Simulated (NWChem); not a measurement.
**Correlation energy of P (+1)**

```
P
```
Charge +1, spin multiplicity 3.

Everything below was run with NWChem.

Basis set: 6-311G**. Each correlation energy counts from its own Hartree-Fock reference.

| method | correlation energy (mHa) |
|---|---|
| UMP2 | -50.1 |
| SCS-UMP2 | -53.3 |
| CCSD on UHF | -69.1 |
| CCSD[T] on UHF | -70.1 |
| CCSD(T) on UHF | -70.1 |
| CCSD on ROHF | -73.0 |
| CCSD[T] on ROHF | -74.1 |
| CCSD(T) on ROHF | -74.1 |
| CCSDT on ROHF | -74.3 |

The values span 24.2 mHa, from CCSDT on ROHF (lowest) to UMP2 (highest). 

The correlated methods keep 5 core orbitals frozen. The Pople sets run with spherical d functions. No SCF solution was tested for a lower state. Open-shell Hartree-Fock references start from PBE0 orbitals. No row is a measurement; the coupled-cluster row has its own basis-set and correlation limits.
